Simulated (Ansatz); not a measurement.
Input file:

```yaml
crystal:
  periodic: [false, false, false]
  atoms:
    - {symbol: N, position_ang: [0.000000, 0.000000, 1.825500]}
    - {symbol: Al, position_ang: [0.000000, 0.000000, -0.043000]}
    - {symbol: N, position_ang: [0.000000, 0.000000, -1.782500]}
basis:
  gaussian: {orbitals: 6-31G}
magnetization: {spin_polarized: false, initial_magnetization: 1}
correlation: {active_space: {window: {electrons: 7, orbitals: 6}, fixed_orbitals: true, states: [{multiplicity: 2, weights: [1, 0.5]}, {multiplicity: 4, weights: [1]}]}}
```

```sh
$ ansatz run in.yaml --threads 1 --pin off --events-out ev --progress --plain --max-ram 2393MiB
```

Log:

```
666 factors; integrals over basis functions are off by at most 2.3e-7 eV
mean field evaluation 1: about -9524.1105 eV, gradient 5.4e1 eV
mean field evaluation 2: about -9524.1649 eV, gradient 5.4e1 eV
mean field evaluation 4: about -9532.4147 eV, gradient 2.1e1 eV
mean field evaluation 8: about -9535.9701 eV, gradient 2.1e0 eV
mean field evaluation 16: about -9536.3911 eV, gradient 3.9e-1 eV
mean field evaluation 32: about -9536.6883 eV, gradient 1.0e-2 eV
mean field evaluation 64: about -9536.3184 eV, gradient 2.9e-6 eV
mean field evaluation 96: about -9528.5687 eV, gradient 4.0e1 eV
mean field evaluation 128: about -9536.3184 eV, gradient 2.0e-5 eV
mean field evaluation 160: about -9536.6838 eV, gradient 3.7e-1 eV
mean field evaluation 192: about -9536.6286 eV, gradient 8.5e-1 eV
mean field evaluation 224: about -9536.6901 eV, gradient 3.0e-1 eV
mean field evaluation 256: about -9528.2646 eV, gradient 1.4e1 eV
mean field evaluation 288: about -9536.6796 eV, gradient 5.4e-1 eV
mean field evaluation 320: about -9515.9542 eV, gradient 4.9e1 eV
mean field -9536.68834619 eV, -350.4668325231 hartree, gradient 2.0e-6 eV, S^2 0.750000; 20 other end points of the search recorded, 0 dependent functions left out
reference -9536.68834619 eV, -350.4668325231 hartree; 14, 13 occupied and 17, 18 virtual orbitals, 666 factors
state -9537.43397380 eV, -350.4942338321 hartree
state -9537.15961138 eV, -350.4841511992 hartree
state -9537.35720475 eV, -350.4914126216 hartree
Total energy: -9537.34839369 eV, -350.4910888213 hartree
```

Natural occupations, averaged over the states: 1.9433 1.8759 1.3961 0.9991 0.7224 0.0631.

The total printed last is the weighted mean of the 3 states, 0.086 eV above the lowest of them, and is no single state's energy.

Ran on 1 thread of Intel Xeon 6975P-C, shared host: 1.1 s wall, 0.15 GiB peak host memory.
